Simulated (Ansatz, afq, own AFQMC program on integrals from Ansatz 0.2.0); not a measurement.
**Where AFQMC and coupled cluster stand for WSiH2, septet**

```tsv
atom	x (Å)	y (Å)	z (Å)
W	0.0000	0.0000	0.4125
Si	0.0000	0.0000	-2.4546
H	0.0000	-1.3942	-3.4235
H	0.0000	1.3942	-3.4235
```

Connectivity, by distances: W–SiH2.

Basis def2-SVP with its core potentials. Noble-gas cores (and the filled d shells of Ga–Kr and In–Xe) are frozen. Integrals, coupled cluster, full CI and functionals: Ansatz 0.2.0; the random walks run on the same integrals in our own AFQMC program. ph-AFQMC/CISD is guided by a CISD state made of CCSD amplitudes; releasing the constraint for a short imaginary time cuts its bias at the price of noise, slowly where states lie close. Uncertainties: one standard error, sampling alone. No spin–orbit coupling. The metal's outer-core s and p shells are frozen, which shifts wave-function levels against functionals.

Determinant: UHF, the one that the program's search chose, which needn't be the lowest solution. The geometry is a point of a scan.

No full CI on the walks' own integrals is used here; CCSDT(Q) serves as the reference and is uncertain by about the last step of the cluster series.

Cautions: no spin-orbit coupling; outer-core shells of the metal frozen; lower spins were not checked; higher spins were not checked; the released energies are still falling, so no released level is given (meV from the phaseless value at times in 1/Eh: -11 ± 3 at 0.60, -18 ± 3 at 1.20, -15 ± 4 at 2.00, -18 ± 3 at 3.00, -35 ± 6 at 4.20), though the last usable value meets CCSDT(Q) within the noise.

- T1 diagnostic: 0.0283
- weight of the determinant in the CISD state: 0.859
- ⟨S²⟩ of the determinant: 12.048
- size of the correlated space: 12 electrons in 51 orbitals

Reference: CCSDT(Q), correlation energy -5.297 eV.

```tsv
level	E − E(reference) (kcal/mol)	share of correlation (%)
HF	122.14	0.00
MP2	27.26	77.68
CCSD	5.39	95.58
CCSD(T)	1.37	98.88
CCSDT	0.29	99.76
ph-AFQMC/CISD	0.67 ± 0.08	99.45
```

A walk keeps the symmetry of its determinant, which the program's search chose and which needn't be the lowest solution, so a lower state of the same spin and another symmetry isn't excluded.
